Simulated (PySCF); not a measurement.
# BH3N: the cost of one run

Method: levels as typed in each script, gas phase, geometry from GFN2-xTB; program: PySCF 2.14.0.

## Step 1: Starting geometry

SMILES `B[NH]`, 5 atoms, charge 0, spin multiplicity 2.

Bond lengths: B1–N2 1.305 Å, B1–H3 1.178 Å, B1–H4 1.187 Å, N2–H5 0.995 Å. Angles: N2–B1–H3 122.6°, N2–B1–H4 122.2°, H3–B1–H4 115.3°, B1–N2–H5 152.4°.

As a file:

```xyz
5
charge 0, multiplicity 2
B     0.6710    0.0217    0.0000
N    -0.6303   -0.0817    0.0000
H     1.3818   -0.9181    0.0000
H     1.2215    1.0738    0.0000
H    -1.5461    0.3078    0.0000
```

## Step 2: Removing and adding an electron (PBE/def2-svpd)

Contents of input.py:

```python
import numpy as np
from pyscf import gto, scf, dft
from pyscf.scf import atom_ks, atom_hf
from scipy.linalg import block_diag

def solve(mol, dm0=None, hcore=None):
    mf = (dft.UKS if mol.spin else dft.RKS)(mol, xc='pbe')
    mf.grids.level = 3
    mf = mf.density_fit(auxbasis='def2-universal-jkfit')
    mf.conv_tol, mf.max_cycle = 1e-8, 80
    if hcore is not None:
        mf.get_hcore = lambda *args: hcore
    mf.kernel(dm0)
    if not mf.converged:
        mf = mf.newton().run(mf.mo_coeff, mf.mo_occ, max_cycle=30)
    assert mf.converged, 'SCF not converged'
    return mf

mol = gto.M(atom='''
B      0.67096     0.02167     0.00000
N     -0.63029    -0.08168     0.00000
H      1.38183    -0.91814     0.00000
H      1.22147     1.07376     0.00000
H     -1.54609     0.30781     0.00000
''', basis='def2-svpd', charge=0, spin=1, verbose=4)
mf = solve(mol)
out = dict(e0=mf.e_tot, dm0=mf.make_rdm1(), c=mf.mo_coeff, occ=mf.mo_occ, eps=mf.mo_energy)
for name, dq, spin in [('cation', 1, 0), ('anion', -1, 0)]:
    ion = mol.copy().set(charge=mol.charge + dq, spin=spin).build()
    mi = solve(ion)
    if spin and dq > 0 and mol.nao < 130:
        c, _, stable, _ = mi.stability(return_status=True)
        if not stable:
            mi = solve(ion, mi.make_rdm1(c, mi.mo_occ))
    print(name, 'vertical energy change / eV', (mi.e_tot - mf.e_tot) * 27.211386)
    out.update({'e_' + name: mi.e_tot, 'dm_' + name: mi.make_rdm1(), 's2_' + name: mi.spin_square()[0], 'eps_' + name: mi.mo_energy, 'occ_' + name: mi.mo_occ})
# spherically averaged free atoms, for the promolecule
atm = atom_ks.get_atm_nrks(mol, xc='pbe')
pro = block_diag(*[(atm[a[0]][2] * atm[a[0]][3]) @ atm[a[0]][2].T for a in mol._atom])
np.savez('result.npz', pro=pro, **out)
```

On the command line:

```sh
$ OMP_NUM_THREADS=1 python input.py
```

What time and memory should one allow on 1 thread of Intel Xeon 6975P-C (Granite Rapids), shared host?

About 6.3 s, with a peak of 0.26 GiB.
